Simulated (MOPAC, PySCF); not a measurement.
C$_{2}$H$_{5}$NO, SMILES `CC(N)=O`, neutral singlet in the gas phase. 

Cartesian coordinates (Å):
SMILES: CC(N)=O
```xyz
9

C     -1.0958    -0.1350    -0.0993
C      0.2347     0.2018     0.5456
N      1.3220     0.0356    -0.2620
O      0.3357     0.5893     1.6926
H     -1.1138    -1.1766    -0.4268
H     -1.2712     0.4951    -0.9738
H     -1.8878     0.0278     0.6258
H      2.2334     0.2442     0.1087
H      1.2428    -0.2823    -1.2107
```
Charge 0, multiplicity 1.

All levels are single points at this geometry (B3LYP-D3(BJ)/def2-TZVP); Pople sets use spherical d functions. Orbital energies aren't observables, and empty levels follow the basis.

PM6 in MOPAC gives HOMO (eV) = -10.62.

Estimate the HOMO (eV) from each of these levels: B3LYP-D3(BJ)/def2-TZVP in PySCF; PBE-D3(BJ)/def2-TZVP in PySCF; B3LYP/6-31G* in PySCF; BP86/6-31G* in PySCF; PBE/6-31G* in PySCF; HF/STO-3G in PySCF; AM1 in MOPAC; PM7 in MOPAC.


```
level                            HOMO (eV)
-------------------------------  ---------
B3LYP-D3(BJ)/def2-TZVP in PySCF      -7.07
PBE-D3(BJ)/def2-TZVP in PySCF        -5.66
B3LYP/6-31G* in PySCF                -6.60
BP86/6-31G* in PySCF                 -5.29
PBE/6-31G* in PySCF                  -5.16
HF/STO-3G in PySCF                   -8.17
AM1 in MOPAC                        -10.59
PM7 in MOPAC                        -10.43
```
